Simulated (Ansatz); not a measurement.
**Property card for Ge**

Method: Ansatz, DFT PBEsol, scalar-relativistic, plane waves, PAW.

Settings: cutoff 420 eV, Γ-centred mesh 6×6×6 on the computed 12-atom cell, Gaussian smearing of 0.02 eV; no spin polarisation.

The structure is relaxed at this level of theory with its symmetry kept. This form isn't the element's structure at ambient conditions.

```
CELL_PARAMETERS angstrom
5.92471 0.00000 0.00000
0.00000 5.92471 0.00000
0.00000 0.00000 6.97116
ATOMIC_POSITIONS crystal
Ge 0.08868 0.08868 0.00000
Ge 0.41132 0.58868 0.75000
Ge 0.91132 0.91132 0.50000
Ge 0.58868 0.41132 0.25000
Ge 0.17165 0.36943 0.25679
Ge 0.13057 0.67165 0.00679
Ge 0.82835 0.63057 0.75679
Ge 0.86943 0.32835 0.50679
Ge 0.67165 0.13057 0.99321
Ge 0.63057 0.82835 0.24321
Ge 0.32835 0.86943 0.49321
Ge 0.36943 0.17165 0.74321
```

```json
{
  "Space group": "P4_32_12 (No. 96)",
  "Volume per atom": "20.39 Å³",
  "Formation energy from the elements' standard states (uncorrected)": "+0.107 eV/atom",
  "Kohn–Sham band gap": "0.40 eV, indirect from (0.331, 0.332, -0.074) to (0.345, 0.346, 0.000)",
  "Löwdin character of the top 1 eV of the valence band": "Ge 4p 95 %",
  "Löwdin character of the lowest 1 eV of the conduction band": "Ge 4p 63 %, Ge 4s 33 %, unprojected 5 %",
  "Electron masses at the edge by Cartesian direction of the standard setting (m_e; degenerate bands sorted by energy; no spin-orbit coupling)": "x: 0.066; y: 0.066; z: 0.10",
  "Hole masses at the edge by Cartesian direction of the standard setting (m_e; degenerate bands sorted by energy; no spin-orbit coupling)": "x: 0.13; y: 0.13; z: 0.41"
}
```

Cost: 3 runs of about 27 core-minutes in all, on Arm Neoverse V2 (shared hosts).